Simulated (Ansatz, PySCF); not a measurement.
Species: dimethylsulfoxide, C$_{2}$H$_{6}$OS (charge 0, singlet). 
Structure (B3LYP-D3(BJ)/def2-TZVP (Ansatz, a program for electronic structure) minimum search):
```xyz
10

S      0.0001     0.2316    -0.4434
O     -0.0091     1.4791     0.3687
C      1.3569    -0.7945     0.1950
C     -1.3493    -0.8091     0.1868
H      1.2528    -0.8869     1.2761
H     -2.2783    -0.2983    -0.0600
H      1.3433    -1.7716    -0.2883
H      2.2817    -0.2736    -0.0462
H     -1.3222    -1.7861    -0.2964
H     -1.2508    -0.9004     1.2685
```

Property: vertical ionisation energy (to the doublet state of charge +1; each state is the SCF solution reached for its spin), in eV. Cores are frozen in the correlated levels unless marked. UHF or UKS for open shells. Spin-orbit coupling is left out. No relativistic terms. 

```
level                 program  vertical ionisation energy (eV)
--------------------  -------  -------------------------------
HF/aug-cc-pV(D+d)Z     Ansatz                             7.71
B3LYP/def2-TZVPD       Ansatz                             8.96
PBE0/def2-TZVPD        Ansatz                             8.89
CAM-B3LYP/def2-TZVPD   Ansatz                             9.01
wB97X-V/def2-TZVPD     Ansatz                             8.97
CCSD/aug-cc-pV(D+d)Z   Ansatz                             8.84
```

For comparison, minus the highest occupied orbital energy (PySCF): 8.10 eV at M06-2X/def2-TZVPD, 6.54 eV at B3LYP/def2-TZVPD, 5.98 eV at TPSSh/def2-TZVPD.
